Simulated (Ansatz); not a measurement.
This geometry of ClH$_{3}$SSi (6 atoms, charge 0, multiplicity 1) is a first-order saddle point.

Computed with Ansatz 0.2.0, RKS PBE0-D4/def2-SVP.

```xyz
6
Properties=species:S:1:pos:R:3
S -0.990 -1.323 -0.543
Si 0.502 0.022 0.217
Cl -0.213 1.959 0.084
H -1.848 -0.320 -0.820
H 1.752 -0.069 -0.584
H 0.797 -0.268 1.646
```

(1) Which two structures does it join? (They come from a converged band through this point; their orientation in space is the band's.)

(2) How far does it lie above each of them?

Results:

(1) No bond is made or broken. The dihedral H4–S1–Si2–Cl3 goes from 69 to -69°. The two ends are copies of one structure, up to a mirror image or an exchange of like atoms.

First end point:

```xyz
6
Properties=species:S:1:pos:R:3
S -1.235 -1.174 -0.155
Si 0.422 0.097 0.276
Cl -0.135 2.072 0.539
H -1.457 -0.651 -1.382
H 1.419 0.075 -0.827
H 0.987 -0.419 1.549
```

Last end point:

```xyz
6
Properties=species:S:1:pos:R:3
S -0.961 -1.015 -0.986
Si 0.490 0.136 0.070
Cl -0.022 2.136 0.200
H -1.905 -0.909 -0.025
H 1.740 0.009 -0.721
H 0.658 -0.357 1.462
```

(2) 2.1 kcal/mol above the first and 2.1 kcal/mol above the second. This is the barrier of this one path; another mechanism may lie lower.

Run time: 67 s on 1 thread of Intel(R) Xeon(R) Processor @ 2.70GHz (shared host), peak memory 0.15 GiB.
